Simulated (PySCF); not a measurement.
Zinc-blende GaSb, treated with LNO-CCSD(T) (GTH pseudopotentials, Gaussian basis, DZ basis; PySCF).

The same calculation (at the measured cell, 28.315 Å³/atom) with different numerical settings; throughout: k mesh 3×3×3:

| run | LNO threshold | total energy (eV/atom) | rough time |
|---|---|---|---|
| 1 | 0.0001 | -1113.9976 | 20 core-min |
| 2 | 3e-05 | -1113.9671 | 50 core-min |
| 3 | 1e-05 | -1113.9350 | 10 core-h |

In the column total energy (eV/atom) the first row differs from the last by -0.0626 and the next to last by -0.0321.

The last row is no converged limit: other settings stay fixed.
